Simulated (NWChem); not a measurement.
# One shape, several levels: C3HN (cyanoacetylene)

Aim: a comparison of 3 runs (SVWN5/def2-SVP, SVWN5/def2-SVPD, SVWN5/def2-TZVPD) of C3HN (cyanoacetylene). 

The calculation is run with NWChem 7.3.0.

3 further runs of the same task are left out: 3 that didn't finish.

## 1. The structure to begin with

C3HN: 5 atoms, total charge 0, spin state singlet. SMILES: `C#CC#N`. Geometry: relaxed at PBE0-D4/def2-TZVP.

Bond lengths: C1–C2 1.201 Å, C2–C3 1.369 Å, C3–N4 1.154 Å, C1–H5 1.066 Å. Angles: C1–C2–C3 180.0°, C2–C3–N4 180.0°, C2–C1–H5 179.9°.

## 2. A single-point energy at SVWN5/def2-SVP (run 1)

job.nw reads:

```
start job
title "C3HN"
memory 2200 mb

geometry units angstrom noautosym nocenter noautoz
   C       -0.137800       1.253000       0.148800
   C       -0.000300       0.068900       0.002100
   C        0.157500      -1.280600      -0.165000
   N        0.291100      -2.418400      -0.305600
   H       -0.260600       2.303500       0.278300
end

basis spherical bse
   * library def2-SVP
end

dft
   xc slater vwn_5
   grid fine
   convergence energy 1e-08
   maxiter 100
   mulliken
   print low
end

task dft energy
```

Command:

```sh
$ nwchem job.nw > job.out
```

Standard output:

```text
[...]
 d= 0,ls=0.0,diis     1   -167.8469497073 -2.45D+02  3.39D-02  9.50D-01     0.5
[...]
 d= 0,ls=0.0,diis    13   -167.9458338660 -6.91D-10  8.58D-08  1.56D-11     4.3
         Total DFT energy =     -167.945833865989
      One electron energy =     -379.856446796491
           Coulomb energy =      156.510198939259
    Exchange-Corr. energy =      -21.849606685153
 Nuclear repulsion energy =       77.250020676396
[...]
      Total Density - Mulliken Population Analysis
     ---------------------------------------------
    Atom       Charge   Shell Charges
 -----------   ------   -------------------------------------------------------
    1 C    6     6.47   1.98  0.95  0.80  2.04  0.69  0.02
    2 C    6     5.60   1.98  0.90  0.37  2.13  0.20  0.03
    3 C    6     6.11   1.98  0.93  0.17  2.11  0.87  0.04
    4 N    7     6.90   1.99  1.08  0.48  2.23  1.09  0.03
    5 H    1     0.92   0.71  0.19  0.02
[...]
```

Run time: 5.1 s. Hardware: 1 thread of Intel Xeon Platinum 8259CL at 2.50GHz (Skylake/Cascade Lake), shared host; peak memory 0.11 GiB.

## 3. The energy at SVWN5/def2-SVPD (run 2)

c3hn.nw reads:

```
start c3hn
memory 2200 mb

geometry units angstroms noautosym nocenter noautoz
  C    -0.137800    1.253000    0.148800
  C    -0.000300    0.068900    0.002100
  C     0.157500   -1.280600   -0.165000
  N     0.291100   -2.418400   -0.305600
  H    -0.260600    2.303500    0.278300
end

basis spherical bse
  * library def2-SVPD
end

dft
  xc slater vwn_5
  mult 1
  grid fine
  convergence energy 1e-08
  iterations 100
  mulliken
  noprint "final vectors analysis"
end

task dft
```

Command:

```sh
$ nwchem c3hn.nw > c3hn.out
```

Standard output:

```text
[...]
          Wavefunction type:  closed shell.
          No. of atoms     :     5
          No. of electrons :    26
[...]
          Charge           :     0
          Spin multiplicity:     1
[...]
          AO basis - number of functions:    88
[...]
              XC Information
              --------------
                        Slater Exchange Functional  1.000 local
                      VWN V Correlation Functional  1.000 local
[...]
 d= 0,ls=0.0,diis     1   -167.8551336279 -2.45D+02  1.53D-01  1.00D+00     1.2
[...]
 d= 0,ls=0.0,diis    13   -167.9552872160 -1.53D-09  3.32D-07  2.60D-11    11.4
         Total DFT energy =     -167.955287215976
      One electron energy =     -379.716740988236
           Coulomb energy =      156.339316731859
    Exchange-Corr. energy =      -21.827883635996
 Nuclear repulsion energy =       77.250020676396
[...]
      Total Density - Mulliken Population Analysis
     ---------------------------------------------
    Atom       Charge   Shell Charges
 -----------   ------   -------------------------------------------------------
    1 C    6     7.92   1.98  0.95  2.62  0.07  2.05  0.26  0.02 -0.04
    2 C    6     3.87   1.98  0.92  0.19 -0.12  2.15 -1.34  0.03  0.07
    3 C    6     6.24   1.98  0.97  0.23 -0.06  2.13  0.86  0.04  0.09
    4 N    7     6.95   1.98  1.11  0.54  0.22  2.24  0.82  0.03  0.01
    5 H    1     1.02   0.72  0.26  0.03  0.02
[...]
```

Wall time 12 s (1 thread of Intel Xeon Platinum 8259CL at 2.50GHz (Skylake/Cascade Lake), shared host); peak memory 0.11 GiB.

## 4. A single-point energy at SVWN5/def2-TZVPD (run 3)

c3hn.nw reads:

```
start c3hn
title "C3HN"
memory total 2200 mb

geometry units au noautosym nocenter noautoz
  C   -0.26040426   2.36782683   0.28119125
  C   -0.00056692   0.13020213   0.00396842
  C    0.29763186  -2.41998328  -0.31180481
  N    0.55009927  -4.57011366  -0.57750030
  H   -0.49246263   4.35298413   0.52591078
end

basis "ao basis" spherical bse
  * library def2-TZVPD
end

dft
  xc slater vwn_5
  grid fine
  convergence energy 1e-08
  maxiter 100
  mulliken
  noprint "final vectors analysis"
end

task dft energy
```

Command:

```sh
$ nwchem c3hn.nw > c3hn.out
```

Standard output:

```text
[...]
          Wavefunction type:  closed shell.
          No. of atoms     :     5
          No. of electrons :    26
[...]
          Charge           :     0
          Spin multiplicity:     1
[...]
          AO basis - number of functions:   157
[...]
              XC Information
              --------------
                        Slater Exchange Functional  1.000 local
                      VWN V Correlation Functional  1.000 local
[...]
 WARNING : Found     2 linear dependencies
 S eigenvalue threshold:     1.00000E-05
[...]
 d= 0,ls=0.0,diis     1   -168.0752289576 -2.45D+02  2.63D+02  1.91D+00    11.7
[...]
 d= 0,ls=0.5,diis    33   -168.1409246987 -6.82D-09  1.69D-07  5.86D-08   231.6
         Total DFT energy =     -168.140924702266
      One electron energy =     -380.095871590384
           Coulomb energy =      156.542987441346
    Exchange-Corr. energy =      -21.838055710543
 Nuclear repulsion energy =       77.250015157316
[...]
      Total Density - Mulliken Population Analysis
     ---------------------------------------------
    Atom       Charge   Shell Charges
 -----------   ------   -------------------------------------------------------
    1 C    6     6.55   0.84  1.12  0.60  0.43  0.21 -0.01  1.32  1.31  0.71  0.01 -0.00 -0.00  0.01
    2 C    6     6.08   0.84  1.12  0.62  0.15  0.00 -0.00  1.37  1.35  0.55  0.01  0.05  0.01  0.01
    3 C    6     5.69   0.84  1.12  0.58  0.57  0.00  0.00  1.38  1.18 -0.06  0.02  0.09 -0.05  0.02
    4 N    7     7.18   0.81  1.16  0.63  0.78  0.58  0.11  1.46  1.11  0.48  0.01  0.02  0.03  0.00
    5 H    1     0.50   0.25  0.45 -0.23  0.02  0.01
[...]
```

It took 4 min on 1 thread of Intel Xeon Platinum 8259CL at 2.50GHz (Skylake/Cascade Lake), shared host; peak memory 0.12 GiB.

## 5. Overview of the runs

```tsv
run	level	energy (Eh)	wall time
1	SVWN5/def2-SVP	-167.945834	5.1 s
2	SVWN5/def2-SVPD	-167.955287	12 s
3	SVWN5/def2-TZVPD	-168.140925	4 min
```

## 6. What came out

| quantity | value |
| --- | --- |
| run 3: total energy | -168.14092 Eh |
| run 3: dipole moment | 3.86 D |

**Reading.** Over the runs the total energy spans 5.309 eV. All runs together took 4.3 min, the longest 4 min.
